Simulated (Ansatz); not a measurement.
## CH4MgS, SMILES C[S][MgH]: a nudged elastic band for an internal rotation, step by step

Program: Ansatz 0.2.0 through its Python package.

Run as a notebook:

In [1]:
```python
from dataclasses import dataclass

import ansatz as az
import numpy as np
```

In [2]:
```python
@dataclass
class Settings:
    basis: str = "def2-SVP"
    xc: str = "PBE"
```

In [3]:
```python
cfg = Settings()
```

In [4]:
```python
mol = (
    az.Crystal.molecule()
    .atom("C", [-0.7898, 0.7424, -0.0605])
    .atom("S", [-0.4797, -0.1955, 1.4091])
    .atom("Mg", [1.3053, -1.3693, 0.2756])
    .atom("H", [-1.0351, 0.1192, -0.9105])
    .atom("H", [0.0599, 1.371, -0.3703])
    .atom("H", [-1.6845, 1.4899, 0.1344])
    .atom("H", [2.6852, -2.2257, -0.5235])
)
```

In [5]:
```python
base = (
    mol.calculation()
    .basis(gaussian=cfg.basis)
    .functional(cfg.xc)
)
symbols = [site.symbol for site in mol.cartesian_sites]
start = np.array([site.position_ang for site in mol.cartesian_sites], dtype=float)
rep = base.relax(force_tolerance=0.005, max_steps=100).run(threads=1).report
end = np.array(rep["positions_ang"])
```

In [6]:
```python
first, second, third = [3, 4, 5]
turned = end.copy()
turned[[first, second, third]] = end[[second, third, first]]
listed = lambda xyz: [{"symbol": s, "position_ang": p.tolist()} for s, p in zip(symbols, xyz)]
deck = base.input().to_dict()
deck["crystal"]["atoms"] = listed(end)
deck["neb"] = {"final_atoms": listed(turned), "images": 5, "initial_path": "idpp", "f_tol": 0.03, "max_iterations": 40}
rounds = []
band = az.Session.from_dict(deck).plan().execute(on_event=lambda e: rounds.append(e["data"]) if e["event"] == "neb_iteration" else None)
for each in rounds:
    print(f"round {each['iteration']:2d}  largest band force {each['band_force_max_ev_ang']:.4f} eV/A")
images = rounds[-1]["images"]
for image in images:
    print(f"s = {image['path_coordinate_ang']:6.3f} A   {23.060548 * (image['lagrangian_ev'] - images[0]['lagrangian_ev']):8.3f} kcal/mol")
```
```text
round  1  largest band force 0.9504 eV/A
round  2  largest band force 0.2681 eV/A
round  3  largest band force 0.0503 eV/A
round  4  largest band force 0.0195 eV/A
s =  0.000 A      0.000 kcal/mol
s =  0.491 A      0.045 kcal/mol
s =  0.981 A      0.139 kcal/mol
s =  1.472 A      0.189 kcal/mol
s =  1.962 A      0.140 kcal/mol
s =  2.452 A      0.045 kcal/mol
s =  2.942 A      0.000 kcal/mol
```

The energies are electronic: no zero-point or thermal terms, and the basis set is short of its limit. Wall time of the script: 97 s on 1 thread of Arm Neoverse V2 (shared host), peak memory 0.2 GiB.
